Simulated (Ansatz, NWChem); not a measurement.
# Heat of formation of HNCO (isocyanic acid) from total energies

HNCO has 4 atoms, charge 0, and is taken as a singlet. SMILES: `N=C=O`. The coordinates come from a PBE0-D4/def2-TZVP relaxation.

Total energies at B3LYP/def2-TZVPP (NWChem 7.3.0); the atoms run unrestricted:

```
species    state  energy (Eh)
   HNCO  singlet  -168.759357
      N  quartet   -54.603977
      C  triplet   -37.859478
      O  triplet   -75.096276
      H  doublet    -0.502154
```

Harmonic wavenumbers at PBE0-D4/def2-TZVP, in cm⁻¹: 573, 649, 789, 1357, 2371, 3713.

Measured heats of formation of the gaseous atoms at 298.15 K, in kJ/mol: N 472.4, C 716.9, O 249.2, H 218.0. Spin-orbit lowering of the atoms at 298 K (mean of the ground term's levels less their thermal mean, from spectra), in kJ/mol: C 0.02, O 0.40. Take 1 Eh = 2625.50 kJ/mol, 1 cm⁻¹ = 0.0119627 kJ/mol, RT = 2.479 kJ/mol.

Question: What heat of formation follows?

Answer: 
1. Electronic atomisation energy: (-54.603977) + (-37.859478) + (-75.096276) + (-0.502154) − (-168.759357) = 0.697472 Eh = 1831.2 kJ/mol.
2. Zero-point energy: half the sum of the wavenumbers, 4726 cm⁻¹ = 56.5 kJ/mol.
3. Thermal vibrational enthalpy, Σ hcν̃/(exp(hcν̃/kT) − 1): 1.1 kJ/mol. Translation, rotation and pV of a non-linear molecule: 4 RT = 9.9 kJ/mol.
4. The 4 free atoms carry 5/2 RT each: 24.8 kJ/mol.
5. Spin-orbit coupling lowers the free atoms by 0.02 + 0.40 = 0.4 kJ/mol.
6. Atomisation enthalpy at 298 K: 1831.2 − 0.4 − 56.5 − 1.1 − 9.9 + 24.8 = 1788.1 kJ/mol.
7. Sum of the atoms' heats of formation: 1656.5 kJ/mol. Heat of formation: 1656.5 − 1788.1 = -131.6 kJ/mol.

No measured value is set beside it here. Anharmonicity and any spin-orbit splitting of the molecule are left out.
